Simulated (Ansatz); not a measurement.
Relaxation of CF₂ (3 atoms, charge 0, multiplicity 1), to a largest force component of 0.02 eV/Å in at most 40 steps.

Method: RKS PBE0/def2-SVP in Ansatz 0.2.0.

```xyz
3
Properties=species:S:1:pos:R:3:forces:R:3
F 0.397 1.033 0.333 -2.05 -1.42 -1.29
C 0.327 -0.272 0.150 1.53 -1.28 0.70
F -0.724 -0.761 -0.482 0.52 2.70 0.59
```

Task: Where does it end, and by what steps?

Result: It converged. After 5 steps the energy has fallen by 0.435 eV; F3 moved furthest, 0.12 Å.

```
step  energy less start (eV)  largest force component (eV/Å)  accepted
   0                  0.0000                           2.695       yes
   1                 -0.4091                           0.991       yes
   2                 -0.4338                           0.182       yes
   3                 -0.4351                           0.034       yes
   4                 -0.4351                           0.033       yes
   5                 -0.4352                           0.000       yes
```

```xyz
3
Properties=species:S:1:pos:R:3
F 0.316 0.969 0.281
C 0.381 -0.317 0.174
F -0.697 -0.651 -0.455
```

Run time: 3.9 s on 1 thread of Intel(R) Xeon(R) Platinum 8375C CPU @ 2.90GHz (Ice Lake), on a shared host, peak memory 0.1 GiB.
